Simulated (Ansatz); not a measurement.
Rock-salt ZrC was calculated with RPBE (plane waves, PAW; Ansatz, a quantum-chemistry and plane-wave program).

Run with plane-wave cutoff 520 eV, 16×16×16 k mesh, Fermi–Dirac smearing 0.1 eV, perturbation theory, scalar-relativistic PAW data made under PBE.

Computed at the level's own relaxed cell.

Harmonic phonon frequencies (cm⁻¹; i marks an imaginary mode):

```
q point              frequencies
-------  -----------------------
Γ              0 0 0 408 408 408
X        201 201 252 443 443 525
U        195 241 252 475 519 556
L        175 175 316 502 502 644
W        231 231 238 497 497 570
```

No imaginary mode appears at these points.
